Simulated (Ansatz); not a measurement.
LiNH (SMILES [Li][NH-]) (charge -1), closed shell: a relaxation.

in.yaml

```yaml
crystal:
  periodic: [false, false, false]
  atoms:
    - {symbol: Li, position_ang: [-1.103224, 0.611106, -0.301001]}
    - {symbol: N, position_ang: [0.320637, 0.013808, 0.166194]}
    - {symbol: H, position_ang: [0.994209, -0.683322, 0.453437]}
basis:
  gaussian: {orbitals: def2-SVP}
total_charge: -1
hamiltonian: {xc: {name: wB97X-V}}
relax: {f_tol: 0.002, max_steps: 80, max_displacement: 0.2}
```

Command:

```bash
ansatz run in.yaml --threads 2 --pin off --events-out ev --progress --plain --max-ram 3481MiB
```

Output of Ansatz 0.2.0:

```
Functional definition: wB97X-V
  name "wB97X-V"
  cite "Mardirossian & Head-Gordon, Phys. Chem. Chem. Phys. 16, 9904 (2014) doi:10.1039/C3CP54374A"
  cite "Becke, J. Chem. Phys. 107, 8554 (1997) doi:10.1063/1.475007"
  cite "Vydrov & Van Voorhis, J. Chem. Phys. 133, 244103 (2010) doi:10.1063/1.3521275"
  parameter omega = 0.3/bohr
  parameter cx = 0.167
  parameter cx1 = 0.603
  parameter cx2 = 1.194
  parameter css0 = 0.556
  parameter css1 = -0.257
  parameter cos0 = 1.219
  parameter cos1 = -1.850
  parameter b = 6.0
  parameter c = 0.01
  exchange = spin_sum(e_x_unif_sr(omega)*poly(b97_u_x, 1 - cx, cx1, cx2)) + cx*exact_x_sr(omega) + exact_x_lr(omega)
  correlation = spin_sum(e_c_pw_same_spin*poly(b97_u_same, css0, css1))
      + integral(e_c_pw_opposite_spin*poly(b97_u_opposite, cos0, cos1)) + vv10(b, c)
355 factors; integrals over basis functions are off by at most 2.8e-4 eV
119 factors; integrals over basis functions are off by at most 1.9e-5 eV
mean field evaluation 1: about -1703.8799 eV, gradient 2.0e1 eV
mean field evaluation 2: about -1700.2697 eV, gradient 4.5e1 eV
mean field evaluation 4: about -1705.2635 eV, gradient 1.5e0 eV
mean field evaluation 8: about -1705.2693 eV, gradient 4.0e-2 eV
mean field evaluation 16: about -1705.2694 eV, gradient 2.2e-3 eV
mean field evaluation 32: about -1705.2694 eV, gradient 1.2e-2 eV
mean field evaluation 64: about -1703.8799 eV, gradient 2.0e1 eV
mean field evaluation 96: about -1705.2654 eV, gradient 2.5e-1 eV
mean field -1705.26954917 eV, -62.6675000589 hartree, gradient 7.5e-9 eV, S^2 0.000000; 6 other end points of the search recorded, 0 dependent functions left out
the calculation of the forces begins
reference -1705.26954703 eV, -62.6674999800 hartree; 6, 6 occupied and 22, 22 virtual orbitals, 355 factors
relax step   1: F+E_penalty+E_count = -1705.26954917 eV  Δ(F+E_penalty+E_count) = +0.000e0 eV  max|allowed force component| = 1.017e0 eV/Å  Δτ_max = 0.0000 Å  (410 SCF iters, accepted)
relax step   2: F+E_penalty+E_count = -1705.30672513 eV  Δ(F+E_penalty+E_count) = -3.718e-2 eV  max|allowed force component| = 6.326e-1 eV/Å  Δτ_max = 0.0332 Å  (140 SCF iters, accepted)
relax step   3: F+E_penalty+E_count = -1705.32197699 eV  Δ(F+E_penalty+E_count) = -1.525e-2 eV  max|allowed force component| = 1.356e0 eV/Å  Δτ_max = 0.1413 Å  (189 SCF iters, accepted)
relax step   4: F+E_penalty+E_count = -1705.36350582 eV  Δ(F+E_penalty+E_count) = -4.153e-2 eV  max|allowed force component| = 1.784e-1 eV/Å  Δτ_max = 0.0351 Å  (751 SCF iters, accepted)
relax step   5: F+E_penalty+E_count = -1705.36399796 eV  Δ(F+E_penalty+E_count) = -4.921e-4 eV  max|allowed force component| = 7.949e-2 eV/Å  Δτ_max = 0.0022 Å  (178 SCF iters, accepted)
relax step   6: F+E_penalty+E_count = -1705.36414782 eV  Δ(F+E_penalty+E_count) = -1.499e-4 eV  max|allowed force component| = 3.991e-3 eV/Å  Δτ_max = 0.0023 Å  (179 SCF iters, accepted)
relax step   7: F+E_penalty+E_count = -1705.36414944 eV  Δ(F+E_penalty+E_count) = -1.620e-6 eV  max|allowed force component| = 3.073e-3 eV/Å  Δτ_max = 0.0003 Å  (112 SCF iters, accepted)
relax step   8: F+E_penalty+E_count = -1705.36415204 eV  Δ(F+E_penalty+E_count) = -2.603e-6 eV  max|allowed force component| = 3.874e-4 eV/Å  Δτ_max = 0.0009 Å  (197 SCF iters, accepted)
Total energy: -1705.36415032 eV, -62.6709765869 hartree
Atom 0 at    -1.075611     0.666883    -0.302702 Å, force     0.000174    -0.000101     0.000062 eV/Å
Atom 1 at     0.219990    -0.108931     0.159523 Å, force    -0.000387     0.000224    -0.000137 eV/Å
Atom 2 at     1.067244    -0.616361     0.461809 Å, force     0.000213    -0.000123     0.000075 eV/Å
Dipole moment:    -0.301825     0.178501    -0.107324 e Å

[the SCF lines of later steps are left out]
```

Hardware: 2 CPU threads of an Arm Neoverse V1, shared host. Wall time about 92 s.
